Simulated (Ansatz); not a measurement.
C4H5N can be A, `CC=C=C=N`, or B, `CC1=CC=N1`.

Computed with Ansatz on PBE0-D4/def2-TZVP structures; ΔE is electronic, products minus reactants. CCSD(T)/CBS is the MP2 limit (def2-TZVPP, def2-QZVPP) plus CCSD(T) − MP2 in def2-TZVPP, frozen cores. DFT in def2-TZVPP. B3LYP here is the variant with VWN-RPA as its local correlation; programs differ in this. Each species was taken in one conformer, which may not be the lowest.

A:

```xyz
10

C     0.8782   -1.4464    0.3286
C     0.2075   -0.2301    0.8684
C    -0.3936    0.6906    0.1501
C    -0.9653    1.5596   -0.5776
N    -1.5512    2.4723   -1.1650
H     0.4229   -2.3485    0.7507
H     0.8156   -1.4911   -0.7577
H     1.9317   -1.4619    0.6275
H     0.2296   -0.1151    1.9538
H    -1.5753    2.3705   -2.1788
```

B:

```xyz
10

C     0.7215   -1.3492   -0.2730
C     0.0638   -0.0724   -0.0097
C    -1.1343    0.5071   -0.0445
C    -0.3813    1.7420    0.4466
N     0.7799    1.2116    0.4894
H     1.5010   -1.2176   -1.0314
H     0.0099   -2.1034   -0.6109
H     1.2257   -1.7027    0.6330
H    -2.1423    0.2162   -0.3020
H    -0.6438    2.7684    0.7026
```

Task: Which isomer does CCSD(T)/CBS put lower? Give the gap. (Best estimate.)

Result: The calculation gave: A, by 90.2 kJ/mol.

Task: Give E(B) − E(A) in kJ/mol with ωB97M-V, PBE-D4, LDA (SPW92), BLYP-D4, CCSD(T)/def2-TZVPP, PBE0-D4, B3LYP-D4. (An estimate is asked.)

Result: Computed: ωB97M-V 97.8, PBE-D4 122.9, LDA (SPW92) 115.7, BLYP-D4 143.0, CCSD(T)/def2-TZVPP 90.9, PBE0-D4 109.9, B3LYP-D4 131.8. None reverses the order clearly.

Task: Does the order hold for the free energy at 298.15 K (harmonic terms from PBE0-D4)? (An estimate is asked.)

Result: The calculation gave: Yes: G(B) − G(A) = +94.5 kJ/mol, for one conformer each.

Largest T1 diagnostic: 0.019.

From BLYP to BHLYP (50 % exact exchange), in def2-TZVPP and without D4, E(B) − E(A) moves by −26.1 kJ/mol. In def2-TZVPP, CCSD(T) changes the Hartree–Fock value by −20.3 kJ/mol (the triples alone add −0.2 kJ/mol) and MP2 by −14.6 kJ/mol.
